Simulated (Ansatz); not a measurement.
# BH₃S (triplet): from Hartree-Fock to the top rungs at distance B1–H4 along a hydrogen transfer = 1.194 Å, cc-pVDZ

One table from this session's results is given with a row withheld; the runs are named, their logs left out.

Program: Ansatz 0.2.0, Gaussian basis. Level of theory: cc-pVDZ, core rule «outside noble gas», up to 6 orbitals frozen. These are calculated values, not measurements.

To be run: UHF; CCSD(T) on ROHF; CCSD(T) on UHF; BCCD(T) on ROHF; CISD; CCSDT(Q) on ROHF; CCSDT(Q) on UHF; CASSCF and MRCISD+Q, 4 electrons in 4 orbitals; CASSCF and NEVPT2, 4 electrons in 4 orbitals.

11 further runs of the same task are left out: 5 for a known fault of the program, 2 for a mislabelled method, 4 that didn't finish.

## The system

The geometry derives from fragments relaxed apart (PBE0/def2-TZVP) and kept rigid, so it is no stationary point. A hydrogen atom is moved between rigid fragments.

5 atoms, charge 0, spin multiplicity 3.

Atoms are counted from 1 here; the program's logs count them from 0.

Bond lengths: B1–H2 1.193 Å, B1–H3 1.193 Å, B1–H4 1.193 Å. Angles: H2–B1–H3 120.0°, H2–B1–H4 120.0°, H3–B1–H4 120.0°.

Set-up of the first run:

Input file in.yaml:

```yaml
crystal:
  periodic: [false, false, false]
  atoms:
    - {symbol: B, position_ang: [-2.270406, 0.000000, 0.000000]}
    - {symbol: H, position_ang: [-2.867140, 1.033571, 0.000000]}
    - {symbol: H, position_ang: [-2.867140, -1.033571, 0.000000]}
    - {symbol: H, position_ang: [-1.076941, 0.000000, 0.000000]}
    - {symbol: S, position_ang: [0.979594, 0.000000, 0.000000]}
basis:
  gaussian: {orbitals: cc-pVDZ}
magnetization: {spin_polarized: true, initial_magnetization: 2}
hamiltonian: {xc: hf}
output: {orbitals: {seedname: orbitals}}
```

Command:

```bash
$ ansatz run in.yaml --threads 1 --pin off --events-out ev --progress --plain --max-ram 2393MiB
```

Steps of the session up to this table: UHF; CCSD(T) on ROHF; CCSD(T) on UHF; BCCD(T) on ROHF; CISD; CCSDT(Q) on ROHF; CCSDT(Q) on UHF; CASSCF and MRCISD+Q, 4 electrons in 4 orbitals; CASSCF and NEVPT2, 4 electrons in 4 orbitals.

One of the session's tables, all rows but one given; the rest of the session is left out.

| method | from UCCSDT(Q) (kcal/mol) |
| --- | --- |
| ROHF | ? |
| UHF | +143.07 |
| RMP2 | +28.70 |
| UMP2 | +29.19 |
| CISD | +13.13 |
| RCCSD | +2.68 |
| UCCSD | +2.61 |
| RCCSD(T) | +0.57 |
| UCCSD(T) | +0.56 |
| BCCD(T) | +0.57 |
| RCCSDT | +0.12 |
| UCCSDT | +0.11 |
| RCCSDT(Q) | +0.01 |
| UCCSDT(Q) | 0 |
| CASSCF pair | +137.58 |
| NEVPT2 pair | +28.89 |
| MRCISD pair | +12.11 |
| MRCISD+Q pair | +0.14 |

Q: Estimate the row for ROHF from the others.

**Answer.** from UCCSDT(Q) (kcal/mol): +145.91. In the column «from UCCSDT(Q) (kcal/mol)» it is the highest.

Among the levels timed on like hardware and quicker than the yardstick, those that no quicker one beats, quickest first: NEVPT2 pair (3.7 s, +28.89 kcal/mol); MRCISD+Q pair (4.1 s, +0.14 kcal/mol).

To keep in mind: Of the multireference levels listed MRCISD+Q pair comes nearest in total energy (+0.14 kcal/mol), which doesn't show that its space is the better one. Restricted and unrestricted rows rest on different reference determinants; where their highest levels disagree by more than a few hundredths of an eV, they describe different states and don't form one ladder.
